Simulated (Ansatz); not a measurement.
Geometry optimisation, UKS r2SCAN/6-31G in Ansatz.

The input (input.yaml):

```yaml
crystal:
  periodic: [false, false, false]
  atoms:
    - { symbol: C, position_ang: [-1.2708, -0.0541, 1.4805] }
    - { symbol: "N", position_ang: [-1.2798, -0.5899, 0.3215] }
    - { symbol: C, position_ang: [-0.0033, -0.5099, -0.3618] }
    - { symbol: C, position_ang: [1.029, -1.5664, 0.2327] }
    - { symbol: O, position_ang: [0.7193, 0.7349, -0.3054] }
    - { symbol: C, position_ang: [0.114, 1.7299, -1.1339] }
    - { symbol: H, position_ang: [-2.2311, -0.01, 2.0489] }
    - { symbol: H, position_ang: [-0.4223, 0.5209, 1.9295] }
    - { symbol: H, position_ang: [-0.1228, -0.7495, -1.3617] }
    - { symbol: H, position_ang: [1.2023, -1.3589, 1.3054] }
    - { symbol: H, position_ang: [0.4871, -2.57, 0.2108] }
    - { symbol: H, position_ang: [1.923, -1.5923, -0.2936] }
    - { symbol: H, position_ang: [0.6237, 2.6751, -1.0466] }
    - { symbol: H, position_ang: [-0.9495, 1.9094, -0.8225] }
    - { symbol: H, position_ang: [0.1596, 1.3803, -2.1745] }
magnetization:
  spin_polarized: true
basis:
  gaussian: { orbitals: "6-31G" }
hamiltonian:
  xc: r2scan
relax:
  f_tol: 0.02
  max_steps: 40
output:
  orbitals: {}
```

Command:

```bash
$ ansatz run input.yaml --threads 2 --pin off --max-ram 3072MiB --backend cpu --events-out ev --progress --plain --runs-dir out
```

Problem. Where does it end, and by what steps?

Solution. The forces met the threshold. Limits of this set-up: no polarisation functions. After 11 steps the energy has fallen by 0.554 eV; H8 moved furthest, 0.70 Å.

| step | energy less start (eV) | largest force component (eV/Å) | accepted |
| --- | --- | --- | --- |
| 0 | 0.0000 | 3.925 | yes |
| 1 | -0.1937 | 2.344 | yes |
| 2 | -0.4100 | 1.077 | yes |
| 3 | -0.4885 | 0.789 | yes |
| 4 | -0.5339 | 0.437 | yes |
| 5 | -0.5481 | 0.169 | yes |
| 6 | -0.5509 | 0.147 | yes |
| 7 | -0.5526 | 0.184 | yes |
| 8 | -0.5531 | 0.084 | yes |
| 9 | -0.5534 | 0.061 | yes |
| 10 | -0.5528 | 0.059 | no |
| 11 | -0.5535 | 0.009 | yes |

```xyz
15
Properties=species:S:1:pos:R:3
C -1.412 0.137 1.428
N -1.155 -0.750 0.536
C 0.057 -0.616 -0.287
C 1.074 -1.655 0.160
O 0.730 0.678 -0.202
C 0.116 1.705 -1.035
H -2.295 0.003 2.051
H -0.784 1.018 1.603
H -0.257 -0.786 -1.329
H 1.417 -1.404 1.170
H 0.617 -2.649 0.175
H 1.933 -1.651 -0.517
H 0.712 2.607 -0.881
H -0.927 1.896 -0.747
H 0.150 1.416 -2.095
```

Whether the end is a true minimum wasn't checked by a vibrational analysis.

The run took 4.1 min on 2 CPU threads of a shared host.
